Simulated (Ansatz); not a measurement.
```yaml
crystal:
  periodic: [false, false, false]
  atoms:
    - {symbol: Cl, position_ang: [0.000000, 0.000000, 0.000000]}
    - {symbol: H, position_ang: [0.000000, 0.000000, 1.330000]}
basis:
  gaussian: {orbitals: def2-TZVP}
hamiltonian: {xc: pbe0}
relax: {f_tol: 0.004, max_steps: 80}
```

```sh
$ ansatz run in.yaml --threads 1 --pin off --events-out ev --progress --plain --max-ram 2176MiB
```

Steps of the relaxation (energy above the last step; positions in Å, forces in eV/Å):

```
2
step 1, 38.7 meV
Cl    0.000    0.000    0.000    0.000    0.000    1.443
H     0.000    0.000    1.330    0.000    0.000   -1.443
```

```
2
step 2, 5.8 meV
Cl    0.000    0.000    0.016    0.000    0.000    0.592
H     0.000    0.000    1.314    0.000    0.000   -0.592
```

```
2
step 3, 0.0 meV
Cl    0.000    0.000    0.026    0.000    0.000   -0.053
H     0.000    0.000    1.304    0.000    0.000    0.053
```

```
2
step 4, 0.0 meV
Cl    0.000    0.000    0.025    0.000    0.000    0.016
H     0.000    0.000    1.305    0.000    0.000   -0.016
```

```
2
step 5, 0.0 meV
Cl    0.000    0.000    0.026    0.000    0.000    0.000
H     0.000    0.000    1.304    0.000    0.000    0.000
```

Close pairs at the end: Cl1–H2 1.279 Å.

A stationary point of restricted PBE0 after 5 steps (its stability towards spin polarisation wasn't tested). 1 s on 1 thread of Intel Xeon 6975P-C, shared host.
